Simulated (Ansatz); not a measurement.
Compare A (`C#CCCCO`) with its isomer B (`CC1C=COC1`).

Isolated molecules relaxed with PBE0-D4/def2-TZVP in Ansatz; ΔE leaves out vibrations. CCSD(T)/CBS adds triple-zeta CCSD(T) − MP2 to the extrapolated MP2 energy (def2 sets, frozen cores). DFT in def2-TZVPP. B3LYP here is the variant with VWN-RPA as its local correlation; programs differ in this. Each species was taken in one conformer, which may not be the lowest.

Task: Which isomer does CCSD(T)/CBS put lower? Give the gap. (Estimate.)

Result: Ansatz gave: B, by 105.0 kJ/mol.

Task: Give E(B) − E(A) in kJ/mol with CCSD(T)/def2-TZVPP, PBE0-D4, CCSD/def2-TZVPP, B3LYP-D4, HF/def2-TZVPP, MP2/def2-TZVPP, B2PLYP. (Best estimate.)

Result: Ansatz gave: CCSD(T)/def2-TZVPP -108.5, PBE0-D4 -130.2, CCSD/def2-TZVPP -105.5, B3LYP-D4 -110.2, HF/def2-TZVPP -94.8, MP2/def2-TZVPP -103.9, B2PLYP -102.9. None reverses the order clearly.

Largest T1 diagnostic: 0.012.

From PBE to PBE0 (25 % exact exchange), in def2-TZVPP and without D4, E(B) − E(A) moves by −4.3 kJ/mol. In def2-TZVPP, CCSD(T) changes the Hartree–Fock value by −13.7 kJ/mol (the triples alone add −3.0 kJ/mol) and MP2 by −9.1 kJ/mol.
